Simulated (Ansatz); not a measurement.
A made-up structure of MgAlNH3 (charge -1), closed shell:

```xyz
6
angstrom
N 0.1394 0.9833 -1.0076
Al -0.6016 -0.3791 -0.0949
Mg 0.9180 -0.2856 1.1382
H -1.8895 -1.1448 -0.3506
H -0.3470 1.3295 -1.8347
H 1.6581 -0.9763 2.5853
```

It is relaxed with PBE-D4/def2-SVPD and then PBE0-D4/def2-TZVPD (Ansatz 0.2.0). Atoms count as bonded within 1.22 times the sum of their covalent radii (H–H: 0.88 Å). The end point is not checked to be a true minimum.

Q: Does its bonding change? (Judge from chemistry; the calculation decides.)

A: Computed: Yes. Formed: N1–Mg3; broken: none.

Where it ends: The first stage lowers the energy by 3.78 eV in 12 steps. It ends as MgAlNH₃ ([NH]1[MgH][AlH]1), total charge -1:
N1  (0.082, 0.430, -0.422)
Al2  (-1.221, -0.786, -0.175)
Mg3  (0.958, -0.288, 1.176)
H4  (-2.483, -0.814, -1.256)
H5  (0.189, 1.138, -1.140)
H6  (2.353, -0.153, 2.252)
(Å)

Labels in which every atom is bracketed show which atoms are joined, not bond orders.

For scale, one of the runs: PBE0-D4/def2-TZVPD relaxation, 142 basis functions, launched by `ansatz run in.yaml --threads 2 --pin off --events-out ev --progress --plain --max-ram 4352MiB`. The run took about 16 s on 2 CPU threads of an Intel Xeon 6975P-C (shared host).
